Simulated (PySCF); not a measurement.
## Ionisation energy of P by level of theory

P [Ne] 3s2 3p3 (4S) → P⁺ [Ne] 3s2 3p2 (3P), as a difference of total energies. All numbers are calculated (PySCF 2.14, scalar relativity by spin-free X2C-1e, in cc-pVDZ-DK). Correlated levels: valence: [Ne] frozen. The calculations carry no spin-orbit coupling.

```
           method  ionisation energy (eV)
              UHF                   9.922
             TPSS                  10.481
             BP86                  10.512
    MP2 (valence)                  10.305
SCS-MP2 (valence)                  10.165
   CCSD (valence)                  10.231
CCSD(T) (valence)                  10.233
```

Errors of the correlated levels include the incompleteness of this basis and the frozen core.

Which method comes closest to the reference value, and which is furthest?

The reference is 10.526 eV (measured; NIST levels, between the centres of gravity of the two terms). Closest: BP86 (error -0.014 eV); furthest: UHF (error -0.604 eV).
